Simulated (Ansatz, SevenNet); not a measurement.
Voigt–Reuss–Hill shear modulus (GPa) of solids drawn from the class of elemental solids other than molecular ones, at two levels: the machine-learned potential SevenNet-l3i5 (trained on PBE and PBE+U data), and r²SCAN in Ansatz (plane waves, PAW).

```json
[
 {"solid": "hcp Mg", "SevenNet-l3i5": "10.8", "r²SCAN": "23.9", "shift (%)": "+121"},
 {"solid": "fcc Pb", "SevenNet-l3i5": "2.26", "r²SCAN": "10.3", "shift (%)": "+356"},
 {"solid": "hcp Sc", "SevenNet-l3i5": "33.0", "r²SCAN": "27.6", "shift (%)": "-16.4"},
 {"solid": "fcc Cu", "SevenNet-l3i5": "40.2", "r²SCAN": "59.2", "shift (%)": "+47"},
 {"solid": "hcp Be", "SevenNet-l3i5": "61.2", "r²SCAN": "173", "shift (%)": "+183"},
 {"solid": "hcp Ru", "SevenNet-l3i5": "84.8", "r²SCAN": "210", "shift (%)": "+148"},
 {"solid": "fcc Sr", "SevenNet-l3i5": "6.76", "r²SCAN": "5.19", "shift (%)": "-23"},
 {"solid": "fcc Au", "SevenNet-l3i5": "9.66", "r²SCAN": "22.7", "shift (%)": "+135"},
 {"solid": "fcc Al", "SevenNet-l3i5": "17.6", "r²SCAN": "35.5", "shift (%)": "+102"},
 {"solid": "diamond-structure Ge", "SevenNet-l3i5": "26.8", "r²SCAN": "55.4", "shift (%)": "+107"}
]
```

The shifts run from -23 % to +356 %, with a median of +114 %.

Over all 10 rows r²SCAN is the larger in 8.

Ansatz's runs of these crystals have no spin polarisation. Meta-GGA and hybrid levels favour moments, which can bear on hcp Sc.

Spin–orbit coupling is left out, also for the solids with elements from indium on (fcc Pb, fcc Au); its size isn't shown.

Each level is taken at its own relaxed cell. Ansatz's density-functional and Hartree–Fock values are scalar-relativistic unless marked +SOC, with PAW data made under PBE.

Ansatz is a quantum-chemistry and plane-wave program.
